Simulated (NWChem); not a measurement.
System: Li₂; SMILES [Li][Li]

Input file for NWChem:

```
start job
memory heap 200 mb stack 900 mb global 1100 mb
geometry units angstroms noautosym nocenter noautoz
  Li     0.000000     0.000000    -1.393559
  Li     0.000000     0.000000     1.393559
end
basis spherical
  Li library def2-tzvpd
end
dft
  xc pbe0
  iterations 150
end
property
  response 1 0.0
end
task dft property
```

Excerpt of the output:

```
             Northwest Computational Chemistry Package (NWChem) 7.3.0
             --------------------------------------------------------

                             Geometry "geometry" -> ""
                             -------------------------

 Output coordinates in angstroms (scale by  1.889725989 to convert to a.u.)

  No.       Tag          Charge          X              Y              Z
 ---- ---------------- ---------- -------------- -------------- --------------
    1 Li                   3.0000     0.00000000     0.00000000    -1.39355900
    2 Li                   3.0000     0.00000000     0.00000000     1.39355900

 Effective nuclear repulsion energy (a.u.)       1.7087885195

                              NWChem Property Module
                              ----------------------

                                 NWChem DFT Module
                                 -----------------

 Summary of "ao basis" -> "ao basis" (spherical)
 ------------------------------------------------------------------------------
       Tag                 Description            Shells   Functions and Types
 ---------------- ------------------------------  ------  ---------------------
 Li                        def2-tzvpd                9       17   5s4p

            General Information
            -------------------
          SCF calculation type: DFT
          Wavefunction type:  closed shell.
          No. of atoms     :     2
          No. of electrons :     6
           Alpha electrons :     3
            Beta electrons :     3
          Charge           :     0
          Spin multiplicity:     1
          Use of symmetry is: off; symmetry adaption is: off
          Maximum number of iterations: 150
          AO basis - number of functions:    34
                     number of shells:    18
          Convergence on energy requested:  1.00D-06
          Convergence on density requested:  1.00D-05
          Convergence on gradient requested:  5.00D-04

              XC Information
              --------------
                         PBE0 Method XC Functional
                     Hartree-Fock (Exact) Exchange  0.250
          PerdewBurkeErnzerhof Exchange Functional  0.750
            Perdew 1991 LDA Correlation Functional  1.000 local
           PerdewBurkeErnz. Correlation Functional  1.000 non-local

             Grid Information
             ----------------
          Grid used for XC integration:  medium
          Radial quadrature: Mura-Knowles
          Angular quadrature: Lebedev.
          Tag              B.-S. Rad. Rad. Pts. Rad. Cut. Ang. Pts.
          ---              ---------- --------- --------- ---------
          Li                  1.45       49          16.0       434
          Grid pruning is: on
          Number of quadrature shells:    98
          Spatial weights used:  Erf1

      Superposition of Atomic Density Guess
      -------------------------------------

 Sum of atomic energies:         -14.86530318

      Non-variational initial energy
      ------------------------------

 Total energy =     -14.801963
 1-e energy   =     -22.808976
 2-e energy   =       6.298225
 HOMO         =      -0.159921
 LUMO         =      -0.022320

   convergence    iter        energy       DeltaE   RMS-Dens  Diis-err
 ---------------- ----- ----------------- --------- --------- ---------
 d= 0,ls=0.0,diis     1    -14.9609559625 -1.67D+01  5.17D-03  4.80D-02
 d= 0,ls=0.0,diis     2    -14.9641966669 -3.24D-03  8.94D-04  4.04D-04
 d= 0,ls=0.0,diis     3    -14.9642349242 -3.83D-05  1.42D-04  1.21D-05
 d= 0,ls=0.0,diis     4    -14.9642374841 -2.56D-06  3.31D-05  1.12D-07
 d= 0,ls=0.0,diis     5    -14.9642375343 -5.02D-08  1.11D-05  5.76D-09
 d= 0,ls=0.0,diis     6    -14.9642375386 -4.29D-09  1.66D-06  1.00D-10

         Total DFT energy =      -14.964237538627
      One electron energy =      -22.991179702986
           Coulomb energy =        9.959155264350
    Exchange-Corr. energy =       -3.641001619529
 Nuclear repulsion energy =        1.708788519538

 Numeric. integr. density =        6.000000072645

                       DFT Final Molecular Orbital Analysis
                       ------------------------------------

 Vector    1  Occ=2.000000D+00  E=-2.024078D+00
              MO Center= -5.2D-12,  5.8D-12,  1.1D-05, r^2= 2.1D+00
   Bfn.  Coefficient  Atom+Function         Bfn.  Coefficient  Atom+Function
  ----- ------------  ---------------      ----- ------------  ---------------
     2      0.453942  1 Li s                 19      0.453946  2 Li s
     1      0.172923  1 Li s                 18      0.172924  2 Li s
     3      0.162545  1 Li s                 20      0.162546  2 Li s

 Vector    2  Occ=2.000000D+00  E=-2.023836D+00
              MO Center= -5.2D-12,  5.8D-12, -1.1D-05, r^2= 2.1D+00
   Bfn.  Coefficient  Atom+Function         Bfn.  Coefficient  Atom+Function
  ----- ------------  ---------------      ----- ------------  ---------------
     2      0.454216  1 Li s                 19     -0.454212  2 Li s
     1      0.172965  1 Li s                 18     -0.172963  2 Li s
     3      0.162176  1 Li s                 20     -0.162175  2 Li s

[...]

 DFT Linear Response polarizability / au
 Frequency  =       0.0000000 / au
              X              Y              Z
 -----------------------------------------------
 X     167.5076668     -0.0000000      0.0000000
 Y      -0.0000000    167.5076668     -0.0000000
 Z       0.0000000     -0.0000000    267.6719702
 -----------------------------------------------
 Eigenvalues =     167.5076668    167.5076668    267.6719702
 Isotropic   =     200.8957680
 Anisotropic =     100.1643034
 -----------------------------------------------

 Magnetic Dipole Response Matrix (nonzero elements):

 Exiting AOResponse driver routine
```

Level: PBE0/def2-TZVPD. All runs use the structure optimised with PBE0/def2-SVP.
